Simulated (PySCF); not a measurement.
Species: glyoxal, C2H2O2.
Numbering: `[O:1]=[CH:2][CH:3]=[O:4]` (hydrogens: H5 on C2; H6 on C3)

Theory: PBE0/def2-TZVP geometry optimisation, gas phase (PySCF 2.14.0).

Problem. Give the optimised bond lengths and angles.

Solution. 
| bond | length (Å) | order |
| --- | --- | --- |
| O1=C2, C3=O4 | 1.197 | double |
| C2–C3 | 1.519 | single |
| C2–H5, C3–H6 | 1.108 | single |

Bonds in one row agree within 0.01 Å and their mean is given. Orders are formal, as drawn. A selection of angles:
| angle | degrees |
| --- | --- |
| O1–C2–C3 | 121.5 |
| O1–C2–H5 | 123.7 |
| C3–C2–H5 | 114.8 |

Dihedral angles: O1–C2–C3–O4 180° (antiperiplanar).

The 4 heavy atoms lie in one plane (0.001 Å rms).

Point group: C2h (tolerance 0.08 Å). Stationary, but not proved a minimum. The numbers are those of one conformer.

Hardware: Arm Neoverse V1, one thread, shared host with 32 logical CPUs at a one-minute load of 16. Cost: 12 s of wall time, 0.60 GiB resident at most. This is the geometry optimisation.
